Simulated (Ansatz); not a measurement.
```yaml
crystal:
  periodic: [false, false, false]
  atoms:
    - {symbol: B, position_ang: [-1.054314, 0.432782, -0.686777]}
    - {symbol: O, position_ang: [0.530692, 0.048119, -0.485142]}
    - {symbol: C, position_ang: [0.837117, -0.595332, 0.757639]}
    - {symbol: H, position_ang: [-1.598140, -0.643776, -0.708932]}
    - {symbol: H, position_ang: [-1.045442, 1.029489, -1.736148]}
    - {symbol: H, position_ang: [-1.322675, 1.112557, 0.281825]}
    - {symbol: H, position_ang: [1.038548, 0.861712, -0.572533]}
    - {symbol: H, position_ang: [0.270751, -1.523046, 0.760839]}
    - {symbol: H, position_ang: [0.520325, 0.030041, 1.593941]}
    - {symbol: H, position_ang: [1.906338, -0.803647, 0.798290]}
basis:
  gaussian: {orbitals: cc-pVTZ-DK}
magnetization: {spin_polarized: true, initial_magnetization: 8}
hamiltonian: {xc: {name: r2SCAN0}, dispersion: d4}
```

```sh
$ ansatz run in.yaml --threads 4 --pin off --events-out ev --progress --plain --max-ram 10444MiB
```

Shortened log:

```
Functional definition: r2SCAN0
974 factors; their error is unknown
mean field evaluation 1: about -3833.6362 eV, gradient 2.6e1 eV
mean field evaluation 2: about -3816.4523 eV, gradient 5.4e1 eV
mean field evaluation 4: about -3837.3274 eV, gradient 6.6e0 eV
mean field evaluation 8: about -3837.6751 eV, gradient 5.7e-1 eV
mean field evaluation 16: about -3837.7288 eV, gradient 6.3e-2 eV
mean field evaluation 32: about -3837.7296 eV, gradient 8.8e-4 eV
mean field -3837.72961356 eV, -141.0339619919 hartree, gradient 1.5e-5 eV, S^2 20.015162; 6 other end points of the search recorded, 0 dependent functions left out
reference -3837.72962545 eV, -141.0339624287 hartree; 17, 9 occupied and 171, 179 virtual orbitals, 974 factors
Total energy: -3837.76282904 eV, -141.0351826381 hartree
Relativity: scalar
```

Task: Something in this input is off. What?

Result: The spin is set far too high for this molecule. The calculation finished and met its thresholds. The result belongs to that input, not to the molecule as meant.
